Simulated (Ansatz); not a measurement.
# Rh, fcc: geometry optimisation

The calculation used DFT, r2SCAN, plane waves (500 eV) with PAW, scalar-relativistic (Ansatz 0.2.0). (PAW data from PBE, frozen cores regenerated.)

k-point mesh 14×14×14, Fermi-Dirac smearing 0.05 eV, starting moments 1.00 μB. Cell and atoms relax.

Starting structure:

```yaml
crystal:
  lattice:
    - [0.0, 1.90155, 1.90155]
    - [1.90155, 0.0, 1.90155]
    - [1.90155, 1.90155, 0.0]
  atoms:
    - { symbol: Rh, position: [0.0, 0.0, 0.0], spin: 1.0 }
hamiltonian:
  xc: r2scan
  pseudopotentials:
    kind: paw
    azcp:
      Rh: "pseudopotentials/Rh.paw.azcp"
basis:
  ecutwfc: 500
  fft_grid_basis: typed
kpoints:
  mp_grid: { grid: [14, 14, 14], shift: [0, 0, 0] }
magnetization:
  spin_polarized: true
scf:
  occupations: { method: fermi_dirac, width: 0.05 }
relax:
  max_steps: 60
  f_tol: 0.01
  cell: {}
```

Q: The pressure at the start is -0.6 GPa. By how much does the volume change?

A: From 13.75 to 13.72 Å³ per atom, -0.2 %. The final cell has a = 3.800 Å.

Q: How much energy does the relaxation gain?

A: 0.1 meV per atom.

Q: Which magnetic state does it end in?

A: non-magnetic.
